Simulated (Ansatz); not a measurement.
Born–Oppenheimer molecular dynamics of AlBClH$_{2}$ (5 atoms, charge 0, multiplicity 2). It starts at the highest image of a converged band, a first-order saddle point between two minima.

Method: Ansatz 0.2.0, UKS LDA/def2-SVP.

```
ensemble                      : NVE (velocity Verlet)
time step                     : 0.5 fs
steps asked                   : 200
starting velocities drawn for : 100 K
seed                          : 7854
```

First frame:

```xyz
5
Properties=species:S:1:pos:R:3
Al -0.684 0.017 -0.701
B 0.713 -0.581 0.480
Cl 1.971 -0.646 1.619
H -1.875 0.013 -1.736
H -0.125 1.197 0.337
```

**Question.** What does the run give?

**Answer.** All steps were run.

```
steps done                                               : 200
time covered                                             : 100 fs
mean temperature over the second half                    : 585 K
spread of the potential energy over the second half      : 17.8 meV per atom
mean potential energy of the second half above the start : -37.6 meV per atom
```

The conserved energy stayed within 0.014 meV per atom of its start (net change 0.01 meV per atom), so the integration is sound. The system heated up, since it started high on the potential surface and ran downhill. A run of 0.1 ps of so small a system gives no equilibrium averages.

**Question.** What happens to the structure?

**Answer.** The step under study would form B2–H5 and break Al1–H5. These pairs go: B2–H5 1.97 → 3.16 Å, Al1–H5 1.67 → 1.61 Å. In the last frame they stand as before the step (other bonds may differ from the relaxed reactants and products). It ends as one piece, AlBClH2. Pairs count as bonded within 1.25 times the sum of covalent radii (0.12 Å more for H–H). Another seed would give other details.

**Question.** How do temperature and energy run in time?

**Answer.** 
```
time (fs)  T (K)  potential energy less start (eV)  conserved less start (meV/atom)
      0.0    100                             0.000                             0.00
      5.0     73                             0.010                             0.01
     10.0     79                             0.008                             0.01
     15.0     99                             0.000                             0.01
     20.0    140                            -0.015                             0.01
     25.0    239                            -0.054                             0.01
     30.0    405                            -0.118                             0.01
     35.0    557                            -0.177                             0.00
     40.0    623                            -0.203                             0.00
     45.0    627                            -0.204                             0.00
     50.0    524                            -0.165                             0.00
     55.0    437                            -0.131                             0.01
     60.0    483                            -0.148                             0.01
     65.0    621                            -0.202                             0.01
     70.0    816                            -0.278                             0.00
     75.0    945                            -0.328                            -0.01
     80.0    888                            -0.306                            -0.01
     85.0    665                            -0.219                             0.00
     90.0    399                            -0.116                             0.01
     95.0    235                            -0.052                             0.01
    100.0    285                            -0.071                             0.01
```

The run took 3.4 min on 1 thread of Arm Neoverse V1, on a shared host, peak memory 0.1 GiB.
